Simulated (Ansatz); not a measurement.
Which YAML input does this script hand to the engine? (the Ansatz DFT code, driven from Python)

The script, `deck_c3h5fos.py`:
```python
import ansatz as az
import numpy as np
import pandas as pd


def main() -> None:
    deck = {
        'crystal': {
            'periodic': [False, False, False],
            'atoms': [
                {'symbol': 'C', 'position_ang': [1.8096, -0.2437, 0.9816]},
                {'symbol': 'C', 'position_ang': [0.9577, -0.1726, -0.0438]},
                {'symbol': 'F', 'position_ang': [1.3529, 0.4334, -1.1839]},
                {'symbol': 'S', 'position_ang': [-0.6626, -0.898, 0.0668]},
                {'symbol': 'C', 'position_ang': [-1.5352, 0.3624, -0.8899]},
                {'symbol': 'O', 'position_ang': [-1.1007, -0.7829, 1.498]},
                {'symbol': 'H', 'position_ang': [2.7978, 0.1931, 0.9009]},
                {'symbol': 'H', 'position_ang': [1.5391, -0.7235, 1.9168]},
                {'symbol': 'H', 'position_ang': [-2.6029, 0.1299, -0.878]},
                {'symbol': 'H', 'position_ang': [-1.3767, 1.3484, -0.4458]},
                {'symbol': 'H', 'position_ang': [-1.1788, 0.3535, -1.9228]},
            ],
        },
        'basis': {'gaussian': {'orbitals': 'cc-pVDZ'}},
        'correlation': {'method': 'mp2', 'electrons': 'outside_noble_gas'},
        'output': {'forces': True},
    }
    session = az.Session.from_dict(deck)
    r = session.plan(threads=1).execute().report

    for key in ('converged', 'free_energy_ev', 'reference_energy_ev', 'n_frozen', 'n_occupied', 'n_virtual'):
        print(f'{key:22s} {r[key]}')
    symbols = ['C', 'C', 'F', 'S', 'C', 'O', 'H', 'H', 'H', 'H', 'H']
    print('correlation energy', round(r['free_energy_ev'] - r['reference_energy_ev'], 5), 'eV')
    cluster = r['correlation'].get('coupled_cluster')
    if cluster:
        print('cycles', cluster['cycles'], ' T1 diagnostic', round(cluster['t1_diagnostic'], 4), ' largest double', round(cluster['largest_double'], 4))
    state = r['mean_field']['state']
    print(f'mean field: {state["energy"]["hartree"]:.7f} Ha, <S^2> = {abs(state["spin_squared"]):.4f}, stability: {state.get("stability", {}).get("kind")}')

    print('forces (eV/A)')
    for symbol, f in zip(symbols, r['forces_ev_ang']):
        print(f'  {symbol:2s} {f[0]:9.4f} {f[1]:9.4f} {f[2]:9.4f}')
    charges = r['charge_distribution']
    table = pd.DataFrame({'atom': symbols, 'mulliken': charges['mulliken_charges_e'], 'lowdin': charges['lowdin_charges_e']})
    print(table.round(3).to_string())
    print('dipole (e A):', np.round(charges['dipole_moment_e_ang'], 4) + 0.0)


if __name__ == '__main__':
    main()
```

```console
$ python deck_c3h5fos.py
converged              True
free_energy_ev         -18753.03690701182
reference_energy_ev    -18728.088950604553
n_frozen               10
n_occupied             [18, 18]
n_virtual              [85, 85]
correlation energy -24.94796 eV
mean field: -688.2445746 Ha, <S^2> = 0.0000, stability: minimum
forces (eV/A)
  C     0.0407   -0.1447    0.5178
  C     1.1324    0.7049    0.1564
  F    -0.5087   -0.1667   -0.4198
  S    -0.7230   -0.8648   -1.2006
  C     0.1248    0.3687   -0.1748
  O    -0.1263    0.0833    1.0854
  H     0.3130    0.1509   -0.1598
  H    -0.2971   -0.0822    0.1132
  H    -0.2059   -0.2585    0.1488
  H     0.0729    0.2417    0.2116
  H     0.1770   -0.0326   -0.2782
   atom  mulliken  lowdin
0     C    -0.047  -0.047
1     C    -0.007  -0.419
2     F    -0.189   0.190
3     S     0.590   0.703
4     C    -0.214  -0.159
5     O    -0.537  -0.348
6     H     0.069   0.024
7     H     0.083   0.024
8     H     0.087   0.014
9     H     0.087   0.010
10    H     0.077   0.008
dipole (e A): [ 0.0917  0.1285 -0.4504]
```

`input.yaml`:
```yaml
crystal:
  periodic: [false, false, false]
  atoms:
    - { symbol: C, position_ang: [1.8096, -0.2437, 0.9816] }
    - { symbol: C, position_ang: [0.9577, -0.1726, -0.0438] }
    - { symbol: F, position_ang: [1.3529, 0.4334, -1.1839] }
    - { symbol: S, position_ang: [-0.6626, -0.898, 0.0668] }
    - { symbol: C, position_ang: [-1.5352, 0.3624, -0.8899] }
    - { symbol: O, position_ang: [-1.1007, -0.7829, 1.498] }
    - { symbol: H, position_ang: [2.7978, 0.1931, 0.9009] }
    - { symbol: H, position_ang: [1.5391, -0.7235, 1.9168] }
    - { symbol: H, position_ang: [-2.6029, 0.1299, -0.878] }
    - { symbol: H, position_ang: [-1.3767, 1.3484, -0.4458] }
    - { symbol: H, position_ang: [-1.1788, 0.3535, -1.9228] }
basis:
  gaussian: { orbitals: cc-pVDZ }
correlation:
  method: mp2
  electrons: outside_noble_gas
output:
  forces: true
```

The program run on that file:
```console
$ ansatz run input.yaml --threads 1 --pin off --max-ram 4096MiB --backend cpu --events-out ev --progress --plain --runs-dir out
Engine: ansatz 0.2.0, aarch64-unknown-linux-gnu
Functional definition: HF
  exchange = exact_x
  correlation = 0
1058 factors; integrals over basis functions are off by at most 9.8e-4 eV
mean field evaluation 1: about -18722.2419 eV, gradient 5.0e1 eV
mean field evaluation 2: about -18722.4423 eV, gradient 5.0e1 eV
mean field evaluation 4: about -18727.9724 eV, gradient 5.5e0 eV
mean field evaluation 8: about -18728.0874 eV, gradient 5.3e-1 eV
mean field -18728.08895060 eV, -688.2445745801 hartree, gradient 1.4e-6 eV, S^2 0.000000; 0 other end points of the search recorded, 0 dependent functions left out; unrestricted orbitals would lower it
mean field evaluation 16: about -18727.7589 eV, gradient 1.7e0 eV
10 core orbitals not correlated: weight in the atoms' cores, before any rotation towards them, 1.000 or more for the frozen orbitals, at most 0.000 for the correlated occupied ones
reference -18728.08895060 eV, -688.2445745801 hartree; 18, 18 occupied and 85, 85 virtual orbitals, 1058 factors
second order -24.94795641 eV of doubles, -0.00000000 eV of singles
the calculation of the forces begins
Total energy: -18753.03690701 eV, -689.1613950677 hartree
Atom 0 at     1.809600    -0.243700     0.981600 Å, force     0.040675    -0.144739     0.517849 eV/Å
Atom 1 at     0.957700    -0.172600    -0.043800 Å, force     1.132416     0.704877     0.156381 eV/Å
Atom 2 at     1.352900     0.433400    -1.183900 Å, force    -0.508663    -0.166655    -0.419840 eV/Å
Atom 3 at    -0.662600    -0.898000     0.066800 Å, force    -0.722978    -0.864782    -1.200635 eV/Å
Atom 4 at    -1.535200     0.362400    -0.889900 Å, force     0.124847     0.368659    -0.174803 eV/Å
Atom 5 at    -1.100700    -0.782900     1.498000 Å, force    -0.126259     0.083312     1.085416 eV/Å
Atom 6 at     2.797800     0.193100     0.900900 Å, force     0.313036     0.150868    -0.159786 eV/Å
Atom 7 at     1.539100    -0.723500     1.916800 Å, force    -0.297079    -0.082215     0.113192 eV/Å
Atom 8 at    -2.602900     0.129900    -0.878000 Å, force    -0.205881    -0.258472     0.148800 eV/Å
Atom 9 at    -1.376700     1.348400    -0.445800 Å, force     0.072865     0.241723     0.211594 eV/Å
Atom 10 at    -1.178800     0.353500    -1.922800 Å, force     0.177020    -0.032577    -0.278168 eV/Å
Dipole moment:     0.091740     0.128469    -0.450442 e Å
```

These settings explore the input space; basis and method may be short of convergence. The geometry is a force-field or estimated start, not a minimum of this method, and the basis set is short of its limit. The Löwdin charges here are taken after orthogonalising the functions within each atom; they differ from plain Löwdin charges, and their signs can be unphysical. It ran for 6.8 s on 1 thread of Arm Neoverse V1 (shared host), peak memory 0.36 GiB.

(Lines on the test bed's own set-up are left out of the output.)
